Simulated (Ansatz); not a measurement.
`FCSS` + `C#CCO` → `C#CCOCF` + `SS`  (substitution at a C–S bond)

Computed with Ansatz on PBE0-D4/def2-TZVP structures; ΔE is electronic, products minus reactants. CBS: MP2 limit from def2 TZ/QZ plus the TZ coupled-cluster correction, frozen cores. This one scheme is used for every species. DFT in def2-TZVPP. One conformer a species, not always the lowest.

```tsv
level	ΔE (kJ/mol)
r2SCAN-D4	6.4
ωB97X-V	1.3
PBE0	7.9
MP2/def2-TZVPP	5.8
SCS-MP2/def2-TZVPP	2.2
CCSD/def2-TZVPP	-1.3
CCSD(T)/def2-TZVPP	0.4
CCSD/CBS(def2)	4.3
```

Q: What does CCSD(T)/CBS give? (An estimate is asked.)

A: Ansatz gave: +6.0 kJ/mol. The listed levels differ from it by 0.4, -4.7, 1.9, -0.2, -3.8, -7.3, -5.6, -1.7 kJ/mol.

Largest T1 diagnostic among the species: 0.012.

In def2-TZVPP, CCSD(T) changes the Hartree–Fock value by +8.4 kJ/mol (the triples alone add +1.7 kJ/mol) and MP2 by +13.8 kJ/mol. From PBE to PBE0 (25 % exact exchange), in def2-TZVPP and without D4, ΔE moves by −3.3 kJ/mol.
